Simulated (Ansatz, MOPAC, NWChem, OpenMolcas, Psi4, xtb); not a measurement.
## A ladder of methods for Si2H5Cl (SMILES [SiH3][SiH2]Cl)

Si2H5Cl, singlet, SMILES `[SiH3][SiH2]Cl`. Each level relaxes the structure for itself.

Quantity: the zero-point energy at each level's own minimum, in kJ/mol. The values are calculated.

```
                                    level            kind     program  value (kJ/mol)
                                     MNDO  semi-empirical       MOPAC           117.6
                                 PM6-D3H4  semi-empirical       MOPAC           103.8
                                      PM7  semi-empirical       MOPAC           113.1
                                 GFN2-xTB  semi-empirical         xtb           107.8
                                 HF/3-21G    Hartree–Fock  OpenMolcas           118.2
          HF/6-31G* (Cartesian functions)    Hartree–Fock  OpenMolcas           123.2
          BP86/def2-SVP (density fitting)             GGA        Psi4           110.1
B3LYP-D3(BJ)/6-31G* (spherical functions)   global hybrid      NWChem           114.8
                    B3LYP-D3(BJ)/def2-SVP   global hybrid      NWChem           113.8
                        PBE0-D4/def2-TZVP   global hybrid      Ansatz           113.4
```

Harmonic and unscaled. The values span 103.8 to 123.2 kJ/mol.
